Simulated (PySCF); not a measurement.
Two probes of the same atoms: core binding energy and nuclear shielding

Compound: C6H8.
Z-matrix (Å and degrees, PBE0-D3(BJ)/def2-SVP geometry), rows numbered from 1:
```
C 
C   1  1.3398
C   2  1.4882  1  111.52
C   3  1.5082  2  114.82  1    62.61
C   4  1.4976  3   60.57  2   -93.28
C   1  1.5073  2  111.98  3     3.20
H   1  1.0928  2  125.04  3  -175.87
H   2  1.0926  1  125.19  3   177.75
H   3  1.0939  2  120.50  1  -143.75
H   4  1.0948  3  117.50  5   109.49
H   4  1.0935  3  117.55  5  -106.87
H   5  1.0928  3  120.40  4   106.52
H   6  1.1046  1  112.20  2  -126.32
H   6  1.1049  1  111.10  2   115.02
```

Binding energies: delta-SCF UKS SCAN, pcX-2 on the ionised atom, pcseg-1 elsewhere, spin-free X2C (PySCF). Shieldings: GIAO KT2/pcSseg-2, non-relativistic, same geometry.

```tsv
atom	isotropic shielding (ppm)
C1	53.4
C2	43.9
C3	155.2
C4	163.1
C5	165.0
C6	141.4
```

Problem. What are the C 1s binding energies of these atoms?

Solution. 
```csv
atom,environment,C 1s (eV),isotropic shielding (ppm)
C1,alkene CH carbon,289.95,53.4
C2,alkene CH carbon,290.11,43.9
C4,three-membered-ring carbon,290.39,163.1
C5,sp3 carbon at a ring junction,290.47,165.0
C3,sp3 carbon at a ring junction,290.50,155.2
C6,allylic carbon,290.66,141.4
```

Problem. Among the listed atoms, is the one with the highest binding energy also the least shielded?

Solution. No. The highest binding energy is at C6 (290.66 eV, shielding 141.4 ppm), the lowest shielding at C2 (43.9 ppm, 290.11 eV).

Over these 6 sites the two quantities correlate at r = 0.86. By binding energy: C1 < C2 < C4 < C5 ≈ C3 < C6. By shielding: C2 < C1 < C6 < C3 < C4 < C5.

Geometry: PBE0-D3(BJ)/def2-SVP; no solvent, vibrations or thermal averaging.
